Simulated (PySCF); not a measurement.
chloromethane (CH3Cl), SMILES CCl.

Coordinates come from a PBE-D3(BJ)/def2-TZVP optimisation.

These are PBE-D3(BJ)/def2-TZVP in PySCF values and carry that method's errors.

Frequencies are harmonic and unscaled.

Modes within 1.5 cm⁻¹ of each other (mostly degenerate sets) share a row, with their intensities summed.

Computed normal modes with their intensities:
```
mode  ν (cm⁻¹)  IR (km/mol)  moving atoms (share of kinetic energy)
----  --------  -----------  --------------------------------------
1          716         22.5                         C 63 %, Cl 29 %
2–3        993          7.4                          H 85 %, C 14 %
4         1329         10.2                          H 89 %, C 11 %
5–6       1431         12.3                                  H 95 %
7         3002         22.4                                  H 98 %
8–9       3100         11.7                          H 90 %, C 10 %
```
